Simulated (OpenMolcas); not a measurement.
# Which level was it?

AlH2ClO: 5 atoms, total charge 0, spin state singlet. SMILES: `[OH][AlH][Cl]`. The coordinates come from a PBE0-D4/def2-TZVP relaxation. This is one conformer, not always the lowest.

```tsv
atom	x (Å)	y (Å)	z (Å)
O	-1.1101	0.3709	-0.5144
Al	0.4310	0.1849	0.1375
Cl	1.1149	-1.7254	0.6628
H	-1.7195	-0.3491	-0.6695
H	1.3335	1.4450	0.3422
```

Orbital energies are those of the mean-field step.

A calculation with OpenMolcas 26.06 gave:

```
total energy  : -777.2912 Eh
dipole moment : 0.84 D
HOMO energy   : -12.32 eV
LUMO energy   : 2.24 eV
HOMO–LUMO gap : 14.56 eV
largest force : 0.945 eV/Å
```

Which of these levels gave the numbers?
A. TPSS/3-21G
B. HF/def2-SVP
C. SOS-MP2/ANO-R1 (DKH2, Cholesky decomposition)
D. B3LYP/6-31G* (Cartesian functions)

B. The others give -779.1698 Eh (B3LYP/6-31G* (Cartesian functions)), -775.2280 Eh (TPSS/3-21G), -779.8353 Eh (SOS-MP2/ANO-R1 (DKH2, Cholesky decomposition)).
